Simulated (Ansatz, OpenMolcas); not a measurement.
**From OpenMolcas to Ansatz**

This OpenMolcas 26.06 job computes triplet CH8Si2:

calc.inp:
```
&GATEWAY
 BasLib=$CurrDir
 BasisSet
 Si.def2-SVP....
 Si1 -1.158980 1.034720 -0.344660 angstrom
 Si3 1.335180 -0.652340 0.569590 angstrom
 End of Basis
 BasisSet
 C.def2-SVP....
 C2 -0.286340 -0.621440 -0.365590 angstrom
 End of Basis
 BasisSet
 H.def2-SVP....
 H4 -2.435800 0.976800 -1.106490 angstrom
 H5 -0.293510 2.078920 -0.955560 angstrom
 H6 -1.463790 1.436810 1.054620 angstrom
 H7 -0.954100 -1.377620 0.060730 angstrom
 H8 -0.099440 -0.908830 -1.405770 angstrom
 H9 1.110650 -0.304370 1.998260 angstrom
 H10 2.282060 0.336720 -0.011600 angstrom
 H11 1.964060 -1.999380 0.506460 angstrom
 End of Basis

&SEWARD
 GridInput
 Grid=UltraFine
 End of Grid

&SCF
 UHF
 Spin=3
 KSDFT=HYB_GGA_XC_BHANDHLYP
 Thresholds=1e-10 1e-07 1e-07 1e-05
 PrOrbitals=1 2
```

```bash
$ export MOLCAS_MEM=1860
$ pymolcas calc.inp > calc.log
```

(Basis files named in the input come from the Basis Set Exchange and aren't shown.)

The shape is that of a PBE0-D4/def2-TZVP optimisation. That shape belongs to the parent species and isn't relaxed for this state.

It gives a total energy of -621.351900 Eh.

Task: Write the same calculation for Ansatz 0.2.0 as an input file of the program's own.

Result: This input was run:

molecule.yaml:
```yaml
crystal:
  periodic: [false, false, false]
  atoms:
    - {symbol: Si, position_ang: [-1.158980, 1.034720, -0.344660]}
    - {symbol: C, position_ang: [-0.286340, -0.621440, -0.365590]}
    - {symbol: Si, position_ang: [1.335180, -0.652340, 0.569590]}
    - {symbol: H, position_ang: [-2.435800, 0.976800, -1.106490]}
    - {symbol: H, position_ang: [-0.293510, 2.078920, -0.955560]}
    - {symbol: H, position_ang: [-1.463790, 1.436810, 1.054620]}
    - {symbol: H, position_ang: [-0.954100, -1.377620, 0.060730]}
    - {symbol: H, position_ang: [-0.099440, -0.908830, -1.405770]}
    - {symbol: H, position_ang: [1.110650, -0.304370, 1.998260]}
    - {symbol: H, position_ang: [2.282060, 0.336720, -0.011600]}
    - {symbol: H, position_ang: [1.964060, -1.999380, 0.506460]}
basis:
  gaussian:
    orbitals: def2-SVP
magnetization:
  spin_polarized: true
  initial_magnetization: 2
accuracy: high
hamiltonian:
  xc: {name: BHLYP}
output:
  orbitals: {seedname: orbitals}
```

```bash
$ ansatz run molecule.yaml --threads 1 --pin off --max-ram 3480MiB --events-out events.jsonl --progress --plain --runs-dir runs
```

Its energy is -621.351901 Eh, 0.001 mEh from the first.
